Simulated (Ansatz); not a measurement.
Cost and result for the atomization energy of `CSC(O)=S` (9 atoms, 8 bonds).

Z-matrix (Å, degrees):
```
C
S 1 1.786
H 1 1.089 2 110.0
H 1 1.089 2 110.1 3 121.1
H 1 1.091 2 105.9 3 -119.4
C 2 1.749 1 102.5 3 -60.5
S 6 1.620 2 126.6 1 0.0
O 6 1.337 2 111.8 1 -180.0
H 8 0.968 6 111.0 2 0.0
```

Charge 0, multiplicity 1. The geometry is a stationary point of PBE0-D4/def2-TZVP. It is one conformer, not always the lowest. Program: Ansatz. All runs use 4 threads of an AMD EPYC 9R45 on a shared host. Times are those of one run each, without the atoms' runs, and a repeat can differ threefold. Electronic energies, without spin–orbit coupling; frozen cores. CCSD(T)/CBS adds CCSD(T) − MP2 in def2-TZVPP to the MP2 limit, and its time is that of the two runs behind it. T1 = 0.016. B3LYP takes the VWN-RPA correlation (the form of Gaussian; ORCA's B3LYP/G).

CCSD(T)/CBS is a level of theory with its own doubt, some kJ/mol a heavy atom from the limit and from the frozen cores, so smaller differences don't rank the functionals.

```
                             level  functions  wall time
   PBE-D4/def2-TZVPP (with forces)        233      1.1 s
                PBE0-D4/def2-TZVPP        233      1.4 s
r2SCAN-D4/def2-TZVPP (with forces)        233      1.9 s
 B3LYP-D4/def2-TZVPP (with forces)        233        2 s
                 B2PLYP/def2-TZVPP        233      2.4 s
                ωB97X-V/def2-TZVPP        233      3.1 s
  ωB97M-V/def2-TZVPP (with forces)        233      4.2 s
                    MP2/def2-QZVPP        431        9 s
                CCSD(T)/def2-TZVPP        233       38 s
                 CCSD(T)/CBS(def2)          –       47 s
```

(1) What atomization energy does each give, and how far from CCSD(T)/CBS? (Best estimate.)

Results:

(1) Computed: 
| level | atomization (kJ/mol) | difference from CCSD(T)/CBS | per bond |
| --- | --- | --- | --- |
| PBE-D4/def2-TZVPP (with forces) | 3488.0 | 145.3 | 18.2 |
| PBE0-D4/def2-TZVPP | 3379.8 | 37.1 | 4.6 |
| r2SCAN-D4/def2-TZVPP (with forces) | 3384.4 | 41.7 | 5.2 |
| B3LYP-D4/def2-TZVPP (with forces) | 3339.4 | -3.3 | -0.4 |
| B2PLYP/def2-TZVPP | 3300.9 | -41.8 | -5.2 |
| ωB97X-V/def2-TZVPP | 3355.0 | 12.3 | 1.5 |
| ωB97M-V/def2-TZVPP (with forces) | 3367.6 | 24.9 | 3.1 |
| MP2/def2-QZVPP | 3395.4 | 52.7 | 6.6 |
| CCSD(T)/def2-TZVPP | 3233.9 | -108.8 | -13.6 |
| CCSD(T)/CBS(def2) | 3342.7 | 0.0 | 0.0 |

The D4 term adds +37.5 kJ/mol with B3LYP and +19.3 kJ/mol with PBE0; it sums over pairs of atoms, weighted by their polarisabilities, and B3LYP, whose exchange is more repulsive, gets the larger term. From PBE to PBE0 (25 % exact exchange), in def2-TZVPP and without D4, the atomization energy moves by −104.5 kJ/mol: exact exchange takes away binding that semilocal exchange gives to molecules. In def2-TZVPP, CCSD(T) changes the Hartree–Fock value by +988.9 kJ/mol (the triples alone add +82.5 kJ/mol) and MP2 by +1086.6 kJ/mol; breaking electron pairs costs correlation energy, which Hartree–Fock lacks.
